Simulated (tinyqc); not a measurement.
Geometry optimisation on the unrestricted B3LYP (VWN-RPA form)/sto-3g surface (energies and gradients from PySCF), for CH2, spin multiplicity 3, step by step. One step of it, computed by the program tinyqc.

Task: Step 1: move. Steepest descent, p = -g / 0.3; steps longer than 0.3 bohr are cut back (factor 0.449 here).

positions at the start (bohr):
```
            x          y         z
1C  -0.007559  -0.007559  0.052912
2H   0.130391   1.653510  0.971319
3H  -0.041574  -1.600598  0.961871
```

gradient (hartree/bohr):
```
              x            y            z
1C   0.00296462  -0.04457541   0.09675270
2H  -0.00638002  -0.08445176  -0.03516034
3H   0.00341525   0.12902504  -0.06159263
```

Give: positions after step 1.

Result:

positions after step 1 (bohr):
```
          x        y        z
1C  -0.0120   0.0591  -0.0918
2H   0.1399   1.7798   1.0239
3H  -0.0467  -1.7936   1.0540
```
